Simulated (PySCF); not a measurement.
Gas-phase reaction: 2 C6H6 + 6 H2 ⇌ 3 C4H8 (isobutene)

Computed with PySCF (xtb for GFN2) and rigid-rotor harmonic-oscillator thermochemistry at 1 bar. 'Table' is the NASA 1993 thermochemical table (part measured, part estimated). † marks an energy on the PBE0/def2-TZVP geometry and frequencies; other levels use their own. 6-31G* has spherical d functions here. All species are closed-shell singlets.

Levels: a) HF/def2-TZVP†; b) GFN2-xTB; c) HF/6-31G*; d) PBE/def2-SVP.

### Question
Order the levels by the distance of their ΔH°(298 K) from the table for this reaction, closest first.

### Answer
d (-3 kJ), a (-36 kJ), c (-66 kJ), b (-110 kJ)

The table gives -217 kJ. The order holds for this reaction alone, and for the 1993 entries, some of which have been revised since.
